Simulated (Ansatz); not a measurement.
**Si–AsH2, sextet: the ladder up to UCCSDT(Q)**

Geometry: that of the Si–AsH2, quartet, kept fixed. The doublet lies 7.5 eV lower here.

```yaml
atoms:
  - { symbol: Si, position_ang: [0.0386, 0.0000, 1.7775] }
  - { symbol: As, position_ang: [-0.0412, 0.0000, -0.6421] }
  - { symbol: H, position_ang: [0.9933, 1.0941, -0.9003] }
  - { symbol: H, position_ang: [0.9933, -1.0941, -0.9003] }
```

Basis cc-pVDZ; Ansatz 0.2.0. Correlated methods freeze the noble-gas cores and the filled d shells of p-block atoms, which leaves 11 electrons in 36 orbitals. R marks a restricted (for open shells ROHF) determinant, U an unrestricted one. No spin–orbit coupling is included, and no scalar relativity.

Full CI isn't at hand for all of this; UCCSDT(Q) serves as the reference, and is uncertain by the last step of the cluster series or more.

Coupled cluster chose its determinant by a search with trial CCSD, here up to 0.12 eV above the lowest Hartree–Fock solution of its kind, and MP2 stands on that determinant too.

* UHF ⟨S²⟩: 8.763
* ⟨S²⟩ of the determinant under UCCSD: 8.774
* T1 diagnostic (RCCSD): 0.0359
* largest doubles amplitude (RCCSD): 0.095
* T1 diagnostic (UCCSD): 0.0277

Q: From what is known of these methods and the diagnostics, rank them by the size of their error in total energy against UCCSDT(Q) in cc-pVDZ, smallest first (an estimate: the text doesn't fix the numbers).
A. UCCSDT
B. UCCSD
C. UCCSD(T)
D. UMP2

A: A (0.23 kcal/mol), C (1.38 kcal/mol), B (5.00 kcal/mol), D (28.16 kcal/mol).

All errors are against UCCSDT(Q) in cc-pVDZ. Within each family the higher level lies nearer, as is usual though not guaranteed.
